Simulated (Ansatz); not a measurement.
This geometry of BCl2H + H2 (6 atoms, charge 0, multiplicity 1) is a first-order saddle point.

These are results of RKS B3LYP-D4/def2-SVP (Ansatz), not measurements.

```xyz
6
Properties=species:S:1:pos:R:3
B -0.083 -0.310 0.022
Cl -0.051 0.136 2.112
H 0.991 0.023 -0.380
Cl -1.591 0.218 -0.738
H -0.097 -1.583 0.261
H -0.111 -1.134 1.244
```

(1) Which two structures does it join? (They come from a converged band through this point; their orientation in space is the band's.)

(2) How far does it lie above each of them?

Answers

(1) Bonds broken: B1–Cl2, H5–H6. Bonds formed: B1–H5, Cl2–H6. BCl2H + H2 becomes BClH2 + ClH.

First end point:

```xyz
6
Properties=species:S:1:pos:R:3
B -0.030 0.550 0.106
Cl -0.029 1.002 1.794
H 1.004 0.289 -0.438
Cl -1.523 0.483 -0.798
H -0.314 -2.607 0.594
H -0.050 -2.366 1.264
```

Last end point:

```xyz
6
Properties=species:S:1:pos:R:3
B 0.013 -0.349 -0.557
Cl 0.195 -0.215 2.451
H 0.911 0.443 -0.626
Cl -1.625 0.221 -0.824
H 0.180 -1.529 -0.416
H -0.614 -1.220 2.493
```

(2) 1.39 eV above the first and 0.67 eV above the second. This is the barrier of this one path; another mechanism may lie lower. The orbitals stay closed-shell, which can raise the energy where a bond breaks towards radicals; this wasn't checked here.

Time of the run: 3.5 min on 1 thread of Arm Neoverse V1, with other jobs on the host, peak memory 0.12 GiB.
